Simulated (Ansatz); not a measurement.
# Property card for TiAs

Computed with DFT PBEsol, scalar-relativistic, plane waves, PAW (Ansatz).

Cutoff 420 eV; k points 12×12×8 on the computed 4-atom cell (Γ-centred); Gaussian smearing, width 0.10 eV; no spin polarisation.

The structure is relaxed at this level of theory with its symmetry kept. Whether it is the stable form of this composition wasn't checked.

The structure is hexagonal, space group P6_3/mmc (No. 194). The conventional cell has a = 3.604 Å, b = 3.604 Å, c = 6.078 Å, α = 90.00°, β = 90.00°, γ = 120.00°. Ti (site symmetry -3m) has 6 As at 2.58 Å as nearest neighbours. As (site symmetry -6m2) is surrounded by 6 Ti at 2.58 Å.

| Item | Value |
| --- | --- |
| Volume per atom | 17.09 Å³ |
| Formation energy from the elements' standard states (uncorrected) | -0.969 eV/atom |
| Kohn–Sham band gap | none (metal) |
| Density of states at the Fermi level | 3.38 states/eV per cell |
| Löwdin character within 0.5 eV of the Fermi level | Ti 3d 91 % |
| Bulk modulus | 124 GPa |
| Its pressure derivative | 3.8 |
| Bader charges (e) | Ti (2 in the cell) 1.29, As (2 in the cell) -1.29 |